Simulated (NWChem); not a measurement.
**Spin states of S**

SMILES: [S]
```xyz
1

S      0.0000     0.0000     0.0000
```
Charge 0, spin multiplicity 3.

Program: NWChem.

Basis set: def2-TZVP. The gap is E(triplet) − E(singlet), so a negative value puts the higher spin lower. Open shells are unrestricted, and the singlet is the closed-shell solution. The triplet is the single determinant that the SCF runs reached, with unpaired electrons in orbitals of symmetry b1u and b2u (D2h labels); it need not be the lowest triplet, which in molecules with degenerate π orbitals can need several determinants. Where the lowest singlet needs several determinants, the single determinant used here isn't a pure state and places it wrongly.

The correlated methods keep 5 core orbitals frozen. B3LYP has NWChem's definition, with VWN1-RPA local correlation. No SCF solution was tested for a lower state. Open-shell Hartree-Fock references start from PBE0 orbitals.

Task: For the vertical singlet-triplet gap, B3LYP gives -38.5 kcal/mol and HF gives -52.9 kcal/mol. What do MP2, B2PLYP give?

Result: MP2: -42.1 kcal/mol; B2PLYP: -39.3 kcal/mol.
